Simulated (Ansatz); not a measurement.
For cubic Cu3N, PBEsol (plane waves, PAW; Ansatz, a program for electronic structure) gives:

* **lattice parameter a**: 3.765 Å
* **band gap at the measured cell**: 0.13 eV

Q: What does HSE06 (plane waves, PAW; Ansatz) give for the same quantities?

A: 
- lattice constant a: 3.818 Å (rises by 1.4 %)
- band gap at the measured cell: 0.93 eV (rises by 0.80 eV)

For comparison: lattice constant a 3.807 Å (measured, temperature not stated, copied from a table, unchecked, no zero-point or thermal correction; as tabulated in Zeitschrift fuer Anorganische und Allgemeine Chemie 239, 282 (1938)).

Changes are worked out from the printed values.

Unless a cell is named, each level is at its own relaxed cell (PBEsol 13.34, HSE06 13.92 Å³/atom).

Density-functional gaps are differences of (generalised) Kohn–Sham levels.

Caveats: exact exchange on metals is sensitive to the k mesh and can open a false gap (HSE06). Ansatz's density-functional and Hartree–Fock values are scalar-relativistic unless marked +SOC, with PAW data made under PBE.
